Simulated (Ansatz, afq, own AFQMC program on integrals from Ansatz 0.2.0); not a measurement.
# SiH2O, triplet: AFQMC among the cluster methods

```tsv
atom	x (Å)	y (Å)	z (Å)
Si	0.0190	0.2526	0.5297
O	-0.0871	-0.4532	-0.9625
H	0.1150	0.8915	1.8804
H	0.7384	-0.7377	-1.3611
```

Connectivity, by distances: SiH–OH.

Basis cc-pVDZ. Noble-gas cores (and the filled d shells of Ga–Kr and In–Xe) are frozen. AFQMC by an in-house program on the Cholesky factors that Ansatz 0.2.0 writes for its CCSD(T) run. ph-AFQMC/CISD is guided by a CISD state made of CCSD amplitudes; releasing the constraint for a short imaginary time cuts its bias at the price of noise, slowly where states lie close. ± is one standard error of the sampling.

Determinant: UHF, the one that the program's search chose, which needn't be the lowest solution. The geometry is a point of a scan.

No full CI on the walks' own integrals is used here; CCSDT(Q) serves as the reference and is uncertain by about the last step of the cluster series.

Cautions: lower spins were not checked.

The T1 diagnostic is 0.0213, the weight of the determinant in the CISD state is 0.892 and the ⟨S²⟩ of the determinant is 2.019. The size of the correlated space is 12 electrons in 36 orbitals.

| level | correlation energy (eV) |
| --- | --- |
| MP2 | -7.0839 |
| CCSD | -7.6122 |
| CCSD(T) | -7.8112 |

Task: Estimate where phaseless AFQMC with a CISD trial lies against CCSD(T) on the same integrals.

Result: 1.16 ± 0.50 mEh below CCSD(T).

Reference: CCSDT(Q), correlation energy -7.857 eV. The released energy is read at 2.40 1/Eh (meV from the phaseless value at times in 1/Eh: 18 ± 14 at 0.24, -5 ± 14 at 0.51, 7 ± 15 at 0.99, 8 ± 18 at 1.62, -17 ± 20 at 2.40).

```
         level  E − E(reference) (mEh)  share of correlation (%)
       CCSD(T)                    1.67                     99.42
         CCSDT                    0.85                     99.70
 ph-AFQMC/CISD             0.50 ± 0.50                     99.83
released AFQMC            -0.11 ± 0.72                    100.04
```

A walk keeps the symmetry of its determinant, which the program's search chose and which needn't be the lowest solution, so a lower state of the same spin and another symmetry isn't excluded. Released energies are given only where the last usable release times agree within the noise; a slower fall can still hide under it.
